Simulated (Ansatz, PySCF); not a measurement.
Molecule: HO, net charge 0, doublet state. 
Structure (B3LYP-D3(BJ)/def2-TZVP (Ansatz, a quantum-chemistry and plane-wave program) minimum search):
```
O
H 1 0.9767
```
Charge 0, spin multiplicity 2.

Dipole moments at this geometry, in debye (magnitudes).

```tsv
level	program	dipole (D)
PBE/def2-TZVPD	PySCF	1.60
r2SCAN/def2-TZVPD	Ansatz	(withheld)
r2SCAN0/def2-TZVPD	Ansatz	1.68
MN15/def2-TZVPD	PySCF	1.69
wB97M-V/def2-TZVPD	Ansatz	1.66
CCSD(T)/aug-cc-pVDZ	Ansatz	(withheld)
```

Task: What belongs in the gaps?

Result: 
- r2SCAN/def2-TZVPD, dipole (D): 1.64
- CCSD(T)/aug-cc-pVDZ, dipole (D): 1.63
